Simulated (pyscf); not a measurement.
`[Cl][In]` [singlet] + `[CH3]` [doublet] → `[CH3][In][Cl]` [doublet], gas phase, doublet surface. PySCF, gas phase, ωB97X-D3(BJ)/def2-SVP geometries. MP2 and CC: frozen core, UHF for open shells. ΔMP2 is the change of the MP2 total energy from the triple- to the quadruple-zeta basis. ΔG in kcal/mol from CCSD(T)/def2-TZVPP + ΔMP2(QZVPP) energies (ideal gas, 1 atm, RRHO with modes under 100 cm⁻¹ raised to 100, one conformer, R ln 2 for chiral ones without a mode under 150 cm⁻¹).

```csv
T (K),ΔG
298,-4.5
600,+3.8
900,?
1200,+19.8
```

Task: Fit a line to the three values, predict ΔG at 900 K, and estimate where the reaction turns unfavourable at 1 atm of each gas.

Result: Least squares gives ΔG = -12.5 + 26.9 × T/1000 K, so ΔS is about -113 J/(mol K) and ΔH about -12.5 kcal/mol over this range (ΔH at 298 K: -12.7). At 900 K the line gives +11.7; the computed value is +11.9. ΔG = 0 falls near 460 K; 1 kcal/mol in the energy moves that by 37 K. This is thermodynamics alone and says nothing of the barrier. The CCSD(T) − MP2 part came from Ansatz, without density fitting, on the same reference. The frozen core leaves the outer d or s,p core shells of the metals and heavy elements correlated in the MP2 and CC values, and def2-TZVPP describes them poorly, which can shift differences by a few kcal/mol. Elements past Kr carry the def2 core potentials, without spin-orbit coupling.
